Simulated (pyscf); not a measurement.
HN=GeH–Cl + H₂ → Cl–GeH: [singlet] + NH₃, a concerted two-bond exchange (singlet surface; Ge–N, H–H broken, H–N, H–N formed). Structures and frequencies: ωB97X-D3(BJ)/def2-SVP in PySCF. Energies in kcal/mol from the separated reactants.

Small-basis levels: PySCF, no dispersion term, spherical d functions. AM1 to PM7: differences of heats of formation from MOPAC, which are fitted to 298 K values and so differ in kind from electronic energies by zero-point and thermal terms. Cost: rough CPU time at the saddle relative to B3LYP/6-31G*+LANL2DZ, from one job on a shared machine.

| level | barrier | reaction energy | cost |
|---|---|---|---|
| HF/STO-3G | 68.0 | -27.8 | 0.10 |
| HF/6-31G*+LANL2DZ | 54.7 | -49.1 | 0.1 |
| MP2/6-31G*+LANL2DZ | 53.1 | -22.5 | 0.1 |
| PBE/6-31G*+LANL2DZ | 27.9 | -27.9 | 1 |
| B3LYP/6-31G*+LANL2DZ | 35.7 | -31.8 | 1 |
| M06-2X/6-31G*+LANL2DZ | 41.7 | -30.7 | 2 |
| B3LYP/6-311+G**+LANL2DZ | 33.1 | -36.8 | 1 |
| PBE/def2-SVP | 25.4 | -29.1 | 2 |
| B3LYP/def2-SVP | 32.6 | -34.4 | 1 |
| AM1 | 41.8 | -15.2 | under 0.02 |
| PM3 | 55.2 | +29.8 | under 0.02 |
| PM7 | 53.4 | +15.4 | under 0.02 |
| ωB97M-D3(BJ)/def2-TZVP | 42.8 | -35.0 | – |

Against the last row the barrier runs from -17.4 (PBE/def2-SVP) to +25.2 kcal/mol (HF/STO-3G). ωB97M-D3(BJ)/def2-TZVP has limits of its own. On the product side the descent ends in an adduct with a Ge–N contact, 25.8 kcal/mol under the separated species and 102.9 kcal/mol under the saddle at ωB97X-D3(BJ)/def2-TZVP. What is counted as broken (Ge–N) persists as a longer contact in the product adduct; parting that adduct is a step of its own. At ωB97X-D3(BJ)/def2-TZVP the barrier from the zero used here is 46.1 kcal/mol. HN=GeH–Cl lies 52.3 kcal/mol over its isomer H₂N–Ge:–Cl [singlet] (electronic energy, ωB97M-D3(BJ)/def2-TZVP). This is the saddle that the search found; another between the same sides may lie lower. One closed-shell reference is unstable to symmetry breaking; treat the single-reference values with care. In the def2 sets elements up to Kr have no core potential.
